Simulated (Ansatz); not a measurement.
The same path of CH$_{7}$AlSi (10 atoms, charge 0, multiplicity 1) was run twice with different band settings. Lost on the way: Al1–Si2, C3–H4. Made: Si2–H4.

The calculation used Ansatz 0.2.0, RKS r2SCAN-D4/STO-3G.

Relaxed end points:

```xyz
10
Properties=species:S:1:pos:R:3
Al -0.715 0.333 -0.292
Si 1.261 1.324 0.338
C -0.935 -1.564 -0.196
H -0.060 -2.099 0.189
H -1.877 1.149 -0.793
H 2.395 0.855 -0.433
H 1.269 2.766 0.204
H 1.605 1.058 1.720
H -1.783 -1.835 0.446
H -1.159 -1.988 -1.183
```

```xyz
10
Properties=species:S:1:pos:R:3
Al -1.576 -0.068 -0.142
Si 1.442 1.044 0.469
C -1.184 -1.716 -0.650
H 0.066 0.513 0.679
H -2.027 1.268 -0.673
H 2.029 0.376 -0.668
H 1.341 2.466 0.236
H 2.188 0.772 1.675
H -2.000 -2.453 -0.662
H -0.279 -2.203 -0.264
```

Common settings: spring 5.0 eV/Å²; optimiser quadratic models (default); start path through a guess of the saddle point; force threshold 0.03 eV/Å; end points relaxed.

| run | movable images | climbing image | iteration limit |
| --- | --- | --- | --- |
| 1 | 9 | yes | 35 |
| 2 | 4 | no | 60 |

Problem. What does each run give, and how far can it be trusted?

Solution. Run 1: not converged after 35 iterations, highest image 4.701 eV above the first end. The band didn't meet its force threshold, so its energies are provisional: the largest band force was still 0.15 eV/Å, and over the last iterations the top stayed at 4.71 eV.
Run 2: converged after 24 iterations, highest image 4.557 eV above the first end. The highest image is an end point: on this band no image between the ends rises above it.
The orbitals stay closed-shell, which can raise the energy where a bond breaks towards radicals; this wasn't checked here. Limits of this set-up: minimal basis.
